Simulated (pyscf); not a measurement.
A first-order saddle from PySCF, ωB97X-D3(BJ)/def2-SVP:

```
Si
H 1 1.5267
H 2 1.1200 1 78.01
C 1 1.8896 2 115.78 3 54.35
H 4 1.0988 1 112.68 2 -92.51
H 4 1.1007 5 108.70 1 120.97
H 4 1.1019 5 109.30 6 117.41
Cl 1 2.0864 2 111.29 3 -72.25
```
Charge 0, spin multiplicity 1.

Surface: singlet, charge 0. Lowest wavenumbers (cm⁻¹): 1312i, 175, 199, 528, 547.

Question: What reaction is this the transition state of?

Answer: H₃C–Si:–Cl (SMILES C[Si]Cl) [singlet] + H₂ (SMILES [H][H]) ⇌ H₃C–SiH₂–Cl (SMILES C[SiH2]Cl), an insertion read from left to right: H–H broken and H–Si, H–Si formed. At ωB97M-D3(BJ)/def2-TZVP it lies +22.2 kcal/mol from the left side and +70.8 kcal/mol from the right (each side as separated species at their lowest minima found). One saddle was located; it need not be the lowest between these sides.
